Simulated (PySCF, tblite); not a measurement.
# C5H9F: magnetic properties

What do calculations give for the magnetic properties of C5H9F (`C[C@@H]1C[C@@H]1CF`)?

Computed with tblite 0.8.0 and PySCF 2.14.0 and routines of our own; the level stands in each step. Atoms count from 0.

## (1) The starting structure

15 atoms, charge 0, multiplicity 1; geometry from: force field or distance geometry start.

## (2) Geometry optimisation with GFN2-xTB, one coordinate held

The job: settings as JSON, then the geometry in Å.

```
{"job": {"kind": "relax", "xc": "GFN2-xTB", "basis": "xTB"}, "charge": 0, "multiplicity": 1}
C      1.553800    -0.746400    -0.135400
C      0.785200     0.546400    -0.161000
C      0.097200     1.024300     1.095000
C     -0.723300     0.603300    -0.115300
C     -1.574100    -0.628300    -0.043000
F     -2.541700    -0.428200     0.886400
H      1.146100    -1.454100     0.588500
H      1.523900    -1.204300    -1.120300
H      2.597500    -0.560400     0.124800
H      1.285300     1.280600    -0.764600
H      0.083200     0.394700     1.971600
H      0.124000     2.085300     1.318000
H     -1.212500     1.372900    -0.679800
H     -2.065600    -0.798500    -1.012200
H     -1.019800    -1.516500     0.231400
```

On the command line:

```bash
$ OMP_NUM_THREADS=1 python excited_run.py task.json out
```

One launch serves the whole session: the jobs run in the order shown.

The program printed:

```text
step      E/eV     max force
  0    -544.28321    0.851
  1    -544.30918    0.498
  2    -544.31698    0.232
  3    -544.32364    0.206
  4    -544.32737    0.190
  5    -544.33052    0.176
  6    -544.33191    0.106
  7    -544.33270    0.077
  8    -544.33321    0.075
  9    -544.33361    0.047
 10    -544.33386    0.048
 11    -544.33404    0.051
 12    -544.33421    0.048
 13    -544.33440    0.063
 14    -544.33456    0.073
 15    -544.33468    0.068
 16    -544.33477    0.083
 17    -544.33487    0.090
 18    -544.33498    0.085
 19    -544.33507    0.071
 20    -544.33513    0.059
 21    -544.33517    0.058
 22    -544.33521    0.061
 23    -544.33525    0.063
 24    -544.33528    0.070
 25    -544.33531    0.075
 26    -544.33534    0.076
 27    -544.33538    0.073
 28    -544.33542    0.065
 29    -544.33544    0.060
 30    -544.33546    0.058
 31    -544.33548    0.059
 32    -544.33550    0.063
 33    -544.33552    0.069
 34    -544.33554    0.076
 35    -544.33555    0.078
```

Run time: 0.2 s. Hardware: 1 thread of Arm Neoverse V2, shared host.

One coordinate is held by a constraint (a dihedral, as typed in the start), so the force along it need not vanish.

Step by step: (not every step is listed)

```csv
step,energy from step 0 (eV),largest force (eV/Å)
0,0.0000,0.8505
1,-0.0260,0.4980
2,-0.0338,0.2316
3,-0.0404,0.2065
4,-0.0442,0.1899
5,-0.0473,0.1756
6,-0.0487,0.1062
7,-0.0495,0.0775
8,-0.0500,0.0747
10,-0.0506,0.0479
12,-0.0510,0.0483
14,-0.0513,0.0733
16,-0.0516,0.0827
18,-0.0518,0.0847
20,-0.0519,0.0593
22,-0.0520,0.0612
24,-0.0521,0.0702
26,-0.0521,0.0762
28,-0.0522,0.0655
30,-0.0522,0.0579
31,-0.0523,0.0592
32,-0.0523,0.0633
33,-0.0523,0.0694
34,-0.0523,0.0756
35,-0.0523,0.0777
```

Distances of close pairs at the start and the end, largest changes first:

```csv
bond,before (Å),after (Å),change (Å)
C4–F5,1.356,1.381,+0.025
C2–C3,1.522,1.507,-0.015
C1–C2,1.510,1.495,-0.014
C3–H12,1.073,1.084,+0.011
C4–H14,1.082,1.093,+0.011
C1–H9,1.074,1.085,+0.011
C3–C4,1.499,1.504,+0.006
C2–H11,1.085,1.079,-0.006
```

The end geometry stands in the next job.

## (3) Magnetic properties: GIAO B3LYP/pcSseg-1

The job: settings as JSON, then the geometry in Å.

```
{"job": {"kind": "mag", "xc": "B3LYP", "basis": "pcSseg-1", "isotopologues": 0}, "charge": 0, "multiplicity": 1}
C      1.552147    -0.753378    -0.144498
C      0.793814     0.550494    -0.145595
C      0.087281     1.028523     1.082638
C     -0.711568     0.614349    -0.125933
C     -1.567602    -0.620142    -0.046613
F     -2.580296    -0.445119     0.876615
H      1.157058    -1.445164     0.594222
H      1.508045    -1.226676    -1.124281
H      2.597096    -0.567908     0.097481
H      1.270405     1.310911    -0.754611
H      0.063858     0.369541     1.937569
H      0.122035     2.074733     1.343896
H     -1.171009     1.413317    -0.695666
H     -2.056968    -0.837418    -1.002006
H     -1.005616    -1.495183     0.290148
```

Method: GIAO B3LYP/pcSseg-1 magnetisability, rotational g tensor and spin-rotation constants, non-relativistic, gas phase.

The program printed:

```text
coarse grid: 12096 points
cycle   1  E = -295.6140212847  dE =  6.536e-01  |g| = 5.709e-01  |ddm| = 3.271e+00
cycle   2  E = -295.5727047033  dE =  4.132e-02  |g| = 7.821e-01  |ddm| = 9.963e-01
cycle   3  E = -295.6786245420  dE = -1.059e-01  |g| = 6.819e-02  |ddm| = 5.767e-01
cycle   4  E = -295.6793188801  dE = -6.943e-04  |g| = 3.250e-02  |ddm| = 6.504e-02
cycle   5  E = -295.6795399872  dE = -2.211e-04  |g| = 5.288e-03  |ddm| = 3.045e-02
cycle   6  E = -295.6795452366  dE = -5.249e-06  |g| = 1.995e-03  |ddm| = 7.084e-03
final grid: 115992 points
cycle   7  E = -295.7318904816  dE = -3.521e-05  |g| = 8.133e-03  |ddm| = 2.315e-02
cycle   8  E = -295.7318764400  dE =  1.404e-05  |g| = 1.167e-02  |ddm| = 1.643e-02
cycle   9  E = -295.7319054921  dE = -2.905e-05  |g| = 8.920e-04  |ddm| = 9.697e-03
cycle  10  E = -295.7319056228  dE = -1.307e-07  |g| = 1.967e-04  |ddm| = 7.593e-04
cycle  11  E = -295.7319056291  dE = -6.278e-09  |g| = 5.248e-05  |ddm| = 1.897e-04
cycle  12  E = -295.7319056296  dE = -5.754e-10  |g| = 1.690e-05  |ddm| = 5.246e-05
converged SCF energy = -295.7319056296

Magnetisability tensor (1e-30 J/T^2)
    -1054.45       31.27       48.32
       31.27    -1164.25       29.78
       48.32       29.78    -1023.35
isotropic -1080.68   principal values   -1174.63  -1089.01   -978.40
isotropic susceptibility -65.080 1e-6 cm^3/mol

Inertial axes            a          b          c
rot. const./GHz      6.6995     2.2552     1.9753
chi total           -64.133    -67.756    -63.351
chi diamagnetic    -277.821   -601.739   -683.492
chi paramagnetic    213.687    533.983    620.141
quadrupole/D A       -5.771      3.061      2.710
g nuclear            0.6721     0.5639     0.5700
g electronic        -0.6726    -0.5657    -0.5755
g total             -0.0004    -0.0018    -0.0055

Spin-rotation constants (kHz, H = +C I.J)
atom  isotope        aa         bb         cc
  5    19F        2.212      0.728      0.744
  6     1H       -0.483     -0.246     -0.065
  7     1H       -0.723     -0.085     -0.102
  8     1H        0.073     -0.242     -0.189
  9     1H       -0.381     -0.210     -0.106
 10     1H       -0.750     -0.248      0.006
 11     1H       -0.751      0.033     -0.219
 12     1H       -0.669     -0.179     -0.041
 13     1H       -0.588     -0.124      0.032
 14     1H       -0.611     -0.086     -0.034
  0    13C*       1.049      0.306      0.292
  1    13C*       1.242      0.277      0.252
  2    13C*       0.933      0.321      0.284
  3    13C*       1.220      0.256      0.321
  4    13C*       1.476      0.578      0.568
* in the singly substituted isotopologue
```

Run time: 13 s. Hardware: 1 thread of Arm Neoverse V2, shared host; peak memory 0.75 GiB.

From this job:

```csv
quantity,value
magnetisability,-1081·10⁻³⁰ J/T²
molar susceptibility,-65.1·10⁻⁶ cm³/mol
"rotational g (a, b, c)","-0.0004, -0.0018, -0.0055"
```

## (4) What came out

| quantity | value |
| --- | --- |
| magnetisability (step 3, GIAO B3LYP/pcSseg-1) | -1081·10⁻³⁰ J/T² |
| molar susceptibility (step 3, GIAO B3LYP/pcSseg-1) | -65.1·10⁻⁶ cm³/mol |
| rotational g (a, b, c) (step 3, GIAO B3LYP/pcSseg-1) | -0.0004, -0.0018, -0.0055 |

What this shows: The values above hold for this geometry and these levels alone. Vibrational averaging and real surroundings are missing from these values.
